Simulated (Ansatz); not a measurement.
# CH5NSi: up Jacob's ladder to CCSD(T)

How much do the methods differ for CH5NSi? The plan is to run it at one geometry with functionals of several rungs and with coupled cluster. The yardstick is the atomisation energy at the CCSD(T) limit.

Method: functionals in def2-TZVPP, the program's frozen cores in correlated methods; program: Ansatz 0.2.0, Gaussian basis.

Plan: LDA (SPW92), PBE-D4, revPBE-D4, BLYP-D4, r2SCAN-D4, B97M-V, PBE0-D4, B3LYP-D4, r2SCANh-D4, r2SCAN0-D4, HSE06-D4, BHLYP-D4, CAM-B3LYP-D4, LC-ωPBE, ωB97X-V, ωB97M-V, B2PLYP, PBE-QIDH; CCSD(T)/def2-SVP; CCSD(T)/def2-TZVPP; MP2/def2-QZVPP; extrapolation to the limit; RPA on PBE.

### Step 1. Structure used throughout

All runs share one geometry, relaxed beforehand with PBE0-D4 in a triple-zeta def2 set.

SMILES `C[Si]N`, 8 atoms, charge 0, spin multiplicity 1.

Atoms are counted from 1 here; the program's logs count them from 0.

Bond lengths: C1–Si2 1.904 Å, C1–H4 1.094 Å, C1–H5 1.094 Å, C1–H6 1.098 Å, Si2–N3 1.709 Å, N3–H7 1.008 Å, N3–H8 1.010 Å. Angles: Si2–C1–H4 115.0°, Si2–C1–H5 110.7°, Si2–C1–H6 107.9°, H4–C1–H5 108.8°, H4–C1–H6 108.0°, H5–C1–H6 106.1°, C1–Si2–N3 98.7°, Si2–N3–H7 121.7°, Si2–N3–H8 126.1°, H7–N3–H8 112.1°.

Coordinates:

```xyz
8
charge 0, multiplicity 1
C    -0.6600    0.8247   -0.5521
Si    0.9638    0.6538    0.4277
N     0.9322   -1.0344    0.6907
H    -1.0264   -0.1018   -1.0043
H    -0.5625    1.5834   -1.3341
H    -1.4314    1.1950    0.1359
H     1.6512   -1.5019    1.2201
H     0.2252   -1.6757    0.3603
```

### Step 2. LDA

This LDA is Slater exchange with PW92 correlation.

Input file in.yaml:

```yaml
crystal:
  periodic: [false, false, false]
  atoms:
    - {symbol: C, position_ang: [-0.660023, 0.824688, -0.552058]}
    - {symbol: Si, position_ang: [0.963771, 0.653782, 0.427730]}
    - {symbol: N, position_ang: [0.932235, -1.034415, 0.690675]}
    - {symbol: H, position_ang: [-1.026431, -0.101825, -1.004274]}
    - {symbol: H, position_ang: [-0.562477, 1.583362, -1.334079]}
    - {symbol: H, position_ang: [-1.431434, 1.195019, 0.135889]}
    - {symbol: H, position_ang: [1.651212, -1.501889, 1.220110]}
    - {symbol: H, position_ang: [0.225247, -1.675721, 0.360307]}
basis:
  gaussian: {orbitals: def2-TZVPP}
hamiltonian: {xc: lda}
output: {orbitals: {seedname: orbitals}}
```

After this run come: PBE-D4 (GGA); revPBE-D4 (GGA); BLYP-D4 (GGA); r2SCAN-D4 (meta-GGA); B97M-V (meta-GGA); PBE0-D4 (hybrid); B3LYP-D4 (hybrid); r2SCANh-D4 (hybrid); r2SCAN0-D4 (hybrid); HSE06-D4 (hybrid); BHLYP-D4 (hybrid); CAM-B3LYP-D4 (range-separated); LC-ωPBE-D4 (range-separated); ωB97X-V (range-separated); ωB97M-V (range-separated); B2PLYP (double hybrid); PBE-QIDH (double hybrid); CCSD(T) in def2-SVP; CCSD(T) in def2-TZVPP; MP2 in def2-QZVPP; RPA on PBE orbitals.

Q: Predict the results of all the runs planned. Wanted: atomisation energy, CCSD(T)/CBS; farthest beyond LDA; mean size of error, GGA; mean size of error, meta-GGA; mean size of error, hybrid; mean size of error, range-separated; mean size of error, double hybrid; gap, smallest and largest; T1 diagnostic.

The runs gave:

| quantity | value |
| --- | --- |
| atomisation energy, CCSD(T)/CBS | 2813.7 kJ/mol |
| functionals within 14.1 kJ/mol (0.5 %) | BLYP-D4, B97M-V, PBE0-D4, B3LYP-D4, HSE06-D4, ωB97X-V |
| farthest beyond LDA | BHLYP-D4 (-69.3 kJ/mol) |
| mean size of error, GGA | 23.9 kJ/mol |
| mean size of error, meta-GGA | 11.3 kJ/mol |
| mean size of error, hybrid | 30.0 kJ/mol |
| mean size of error, range-separated | 17.8 kJ/mol |
| mean size of error, double hybrid | 33.0 kJ/mol |
| gap, smallest and largest | 3.00 eV (LDA (SPW92)), 9.70 eV (LC-ωPBE) |
| T1 diagnostic | 0.0133 |
| triples share of the correlation energy | 3.9 % |

In words: LDA overbinds by 375.9 kJ/mol (13 %). PBE-D4 misses by +42.0 kJ/mol. Double hybrids carry the basis error of their MP2 part in triple zeta, and no dispersion term here, so their miss is partly the set-up's. By mean error the best rung here is meta-GGA (11.3 kJ/mol) and the worst beyond LDA is double hybrid (33.0 kJ/mol). The gap between the best rungs is small, so their order is not settled. The reference freezes the cores and leaves out relativity and excitations past (T), so misses under about 14.1 kJ/mol can't be ranked. Hartree-Fock recovers 71 % of the binding; the rest is correlation. CCSD(T) in def2-SVP is off by -192.0 kJ/mol, more than most functionals: a good method in a small basis is no reference. The gap grows from 3.0 to 9.7 eV across the functionals, mostly with the share of exact exchange. The restricted reference is unstable towards a spin-broken one.
